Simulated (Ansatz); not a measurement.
System: chalcopyrite CuGaSe2. Method: LDA (plane waves, PAW; Ansatz, a first-principles code).

Run with plane-wave cutoff 500 eV, 10×10×10 k mesh, Fermi–Dirac smearing 0.05 eV, no spin polarisation, scalar-relativistic PAW data made under PBE.

Cell (relaxed at this level):

```xyz
8
Lattice="-2.7543 2.7543 5.4802 2.7543 -2.7543 5.4802 2.7543 2.7543 -5.4802" Properties=species:S:1:pos:R:3 pbc="T T T"
Ga     0.0000     0.0000     5.4802
Ga     2.7543     0.0000     2.7401
Cu     0.0000     0.0000     0.0000
Cu     0.0000     2.7543     2.7401
Se     1.4272     1.3771     6.8503
Se     1.3771    -1.4272     4.1102
Se     1.3270     1.3771     1.3701
Se    -1.3771     1.4272     4.1102
```

**Question.** Give the computed band gap.

**Answer.** 
- band gap = 0.17 eV (on the SCF k mesh)

Measured, for comparison: band gap 1.67 eV (temperature not stated, no zero-point or thermal correction, direct or pseudo-direct at Γ; as tabulated in Ghosh et al. (2024), arXiv:2401.16805).

Spin–orbit coupling is not included.

The computed numbers hold no vibrational or temperature effects.
